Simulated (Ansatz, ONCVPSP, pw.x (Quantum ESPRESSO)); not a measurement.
# pw.x on bcc Mo: one setting changed

Potential: optimised norm-conserving Vanderbilt (ONCV), ONCVPSP 4.0.1.1 (patched build), PBE; core [Ar] 3d10, reference 4s2 4p6 4d5 5s1; waves: 4s+5s: rc 1.90 bohr, ncon 4, nbas 8, qcut 7.2 1/bohr, 2 projectors; 4p: rc 1.50 bohr, ncon 4, nbas 9, qcut 10.7 1/bohr, 1 projector; 4d: rc 2.70 bohr, ncon 3, nbas 8, qcut 6.4 1/bohr, 2 projectors, debl 3.7 Ha; local part: polynomial inside 1.50 bohr (lpopt 5, dvloc0 3 Ha); core correction: polynomial model core, fcfact 0.55.

The reference run (k-mesh 15³, cutoffs 95/380 Ry, Fermi–Dirac 0.01 Ry, mixing_beta 0.4, conv_thr 1e-9, no spin) gives 1.18 GPa at 15.802 Å³/atom, where all-electron LAPW gives -0.00 GPa. This run, with its own iteration cap, changes degauss to 0.002.

```
&control
  calculation='scf', prefix='x', pseudo_dir='./', outdir='./tmp', tstress=.true., disk_io='none'
/
&system
  ibrav=0, nat=1, ntyp=1, ecutwfc=95, ecutrho=380, nbnd=15,
  occupations='smearing', smearing='fd', degauss=0.002
/
&electrons
  conv_thr=1e-09, mixing_beta=0.4, electron_maxstep=70
/
ATOMIC_SPECIES
Mo 1.0 Mo.UPF
CELL_PARAMETERS angstrom
  -1.58082582 1.58082582 1.58082582
  1.58082582 -1.58082582 1.58082582
  1.58082582 1.58082582 -1.58082582
ATOMIC_POSITIONS crystal
Mo 0.0000 0.0000 0.0000
K_POINTS automatic
15 15 15 0 0 0
```

```bash
pw.x < Mo.scf.in > Mo.scf.out
```

Task: How does the run end?

Result: It converges in 8 iterations; the free energy moves by +18.9 meV/atom and the pressure by -0.08 GPa. In a metal, with Fermi–Dirac smearing, F lies below its zero-width value by a term in the square of the width.

```
Message from routine setup:
     using ibrav=0 with symmetry is DISCOURAGED, use correct ibrav instead
     lattice parameter (alat)  =       5.1742  a.u.
     unit-cell volume          =     106.6372 (a.u.)^3
     number of electrons       =        14.00
     number of Kohn-Sham states=           15
     kinetic-energy cutoff     =      95.0000  Ry
     charge density cutoff     =     380.0000  Ry
     scf convergence threshold =      1.0E-09
     Exchange-correlation= PBE
     number of k points=   120  Fermi-Dirac smearing, width (Ry)=  0.0020
     iteration #  1     ecut=    95.00 Ry     beta= 0.40
     total energy              =    -164.22121798 Ry
     estimated scf accuracy    <       0.11729948 Ry
     iteration #  2     ecut=    95.00 Ry     beta= 0.40
     total energy              =    -164.22545059 Ry
     estimated scf accuracy    <       0.01422397 Ry
     iteration #  3     ecut=    95.00 Ry     beta= 0.40
     total energy              =    -164.22697158 Ry
     estimated scf accuracy    <       0.00104700 Ry
     [... 2 iterations left out ...]
     iteration #  6     ecut=    95.00 Ry     beta= 0.40
     total energy              =    -164.22701994 Ry
     estimated scf accuracy    <       0.00000018 Ry
     iteration #  7     ecut=    95.00 Ry     beta= 0.40
     total energy              =    -164.22701993 Ry
     estimated scf accuracy    <       0.00000002 Ry
     iteration #  8     ecut=    95.00 Ry     beta= 0.40
     the Fermi energy is    21.2284 ev
!    total energy              =    -164.22701994 Ry
     estimated scf accuracy    <          1.1E-10 Ry
     smearing contrib. (-TS)   =      -0.00013500 Ry
     The total energy is F=E-TS. E is the sum of the following terms:
     one-electron contribution =     -16.51739857 Ry
     hartree contribution      =      17.44967859 Ry
     xc contribution           =     -45.77324688 Ry
     ewald contribution        =    -119.38591808 Ry
     convergence has been achieved in   8 iterations
          total   stress  (Ry/bohr**3)                   (kbar)     P=       10.97
     Message from routine punch:
     Nothing written, as per user request (disk_io='none')
```

The run took about 73 s on one core of a shared host (Neoverse-N1, 64 threads, 124 GiB, load 55).
